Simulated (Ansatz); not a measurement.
Zinc-blende MgS (metastable phase), treated with LDA in Ansatz (PAW).

Numerical settings: plane-wave cutoff 520 eV, 10×10×10 k mesh, Fermi–Dirac smearing 0.01 eV, scalar-relativistic PAW data made under PBE.

Energies at three volumes about the minimum:

```csv
V (Å³/atom),E − E_lowest (meV/atom)
21.440,1.75
21.877,0.00
22.315,1.61
```

Task: Fit a parabola by hand: where is the minimum, what lattice constant follows, and what is the bulk modulus?

Result: Slopes: (0.00 − 1.75)/(21.877 − 21.440) = -4.005 and (1.61 − 0.00)/(22.315 − 21.877) = 3.676 meV/Å³. Curvature E″ = 2 × (3.676 − (-4.005))/(22.315 − 21.440) = 17.557 meV/Å⁶. From the middle of the first interval, the slope vanishes at V0 = 21.6585 − (-4.005)/17.557 = 21.887 Å³/atom. B = V0 E″ = 21.887 × 17.557 meV/Å³ × 0.1602 GPa per meV/Å³ = 61.6 GPa. With 8 atoms in the cube, a = (8 × 21.887)^(1/3) = 5.594 Å. The full Birch–Murnaghan fit to all volumes gives V0 = 21.879 Å³/atom and B0 = 61.5 GPa.

Measured, for comparison: equilibrium volume per atom 22.21 Å³/atom (temperature not stated, not corrected to a static lattice, from a published cell, temperature and pressure not stated; as tabulated in Lucero et al. (2012), arXiv:1111.4515). Computed less measured: equilibrium volume per atom -1.5 %. A static lattice is as a rule a little smaller and stiffer than an uncorrected measurement, which can account for part of this in the equilibrium volume per atom.

Ansatz is an electronic-structure program.
